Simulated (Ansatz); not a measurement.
System: diamond. Method: r²SCAN-D4 (Ansatz, a first-principles code, PAW).

Settings: plane-wave cutoff 560 eV, 16×16×16 k mesh, Fermi–Dirac smearing 0.01 eV, scalar-relativistic PAW data made under PBE.

The volume scan:

| V (Å³/atom) | E − E_lowest (meV/atom) | P (GPa) |
|---|---|---|
| 5.276 | 31.74 | 31.61 |
| 5.388 | 13.69 | 20.10 |
| 5.500 | 3.34 | 9.61 |
| 5.613 | 0.00 | 0.06 |
| 5.725 | 3.05 | -8.63 |
| 5.837 | 11.92 | -16.56 |
| 5.949 | 26.08 | -23.77 |

**Question.** Estimate the bulk modulus from the pressures at 5.500 and 5.725 Å³/atom, and compare it with a fit to all energies.

**Answer.** B = −V dP/dV. Between V = 5.500 and 5.725 Å³/atom, dP/dV = (-8.63 − (9.61))/(5.725 − 5.500) = -81.1 GPa per Å³/atom; at the midpoint 5.612 Å³/atom this gives B ≈ 455 GPa. The third-order Birch–Murnaghan fit gives V0 = 5.613 Å³/atom, B0 = 455 GPa, B′ = 3.7, which lies within 1 % of that estimate.

Measured, for comparison: bulk modulus 455 GPa (0 K value with the zero-point phonon effect removed; as tabulated in Mejia-Rodriguez and Trickey (2018), arXiv:1807.09216); equilibrium volume per atom 5.61 Å³/atom (static lattice: zero-point anharmonic expansion removed; as tabulated in Mejia-Rodriguez and Trickey (2018), arXiv:1807.09216). Computed (rounded) less measured: bulk modulus 0.0 %, equilibrium volume per atom 0.0 %.

The computed numbers hold no vibrational or temperature effects.
